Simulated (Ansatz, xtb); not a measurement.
## Ranking isomers of C3H4F2O

6 gas-phase structures of C3H4F2O, from a drawn sample of its isomers (lower ones may exist). Each was relaxed with GFN2-xTB:

A. `F[C@@H]1C[C@@H](F)O1`, a singlet
B. `FC1(F)CCO1`, a singlet
C. `F[C@@H]1CO[C@H]1F`, a singlet
D. `F[C@@H]1CO[C@@H]1F`, a singlet
E. `F[C@@H]1C[C@H](F)O1`, a singlet
F. `FC1(F)COC1`, a singlet

Q: Which do you expect lowest at r2SCAN-D4/def2-SVP, and how would the others follow?

A: Calculated order at r2SCAN-D4/def2-SVP: B (0.0), E (28.0), A (28.9), F (71.3), C (76.5), D (80.1) kJ/mol. Less than 1 kcal/mol parts E and A; C and D, so the order within those pairs means little.

Energies above the lowest of each column, in kJ/mol; the last columns are at B3LYP/def2-SVP geometries:

```
structure  GFN2-xTB  HF/STO-3G  r2SCAN-D4/def2-SVP  B3LYP/def2-SVP  CCSD(T)/def2-SVP + ΔMP2/def2-TZVPP
        B       0.0        0.0                 0.0             0.0                                 0.0
        E      21.8       29.0                28.0            25.1                                20.4
        A      17.1       29.8                28.9            25.5                                21.1
        F      46.5       43.9                71.3            65.1                                63.5
        C      43.2       58.2                76.5            68.1                                64.7
        D      56.3       63.6                80.1            73.5                                67.7
```

Every level run on B puts it lowest or level with the lowest. ΔMP2 is the change of the MP2 energy from the smaller to the larger basis.

Over these structures GFN2-xTB departs from r2SCAN-D4/def2-SVP by 10.7 kJ/mol on average once a common shift is removed. A GFN2-xTB relaxation took about 0.14 s and the r2SCAN-D4/def2-SVP energy about 3 s on a shared host (Ansatz 0.2.0, xtb 6.7.1).
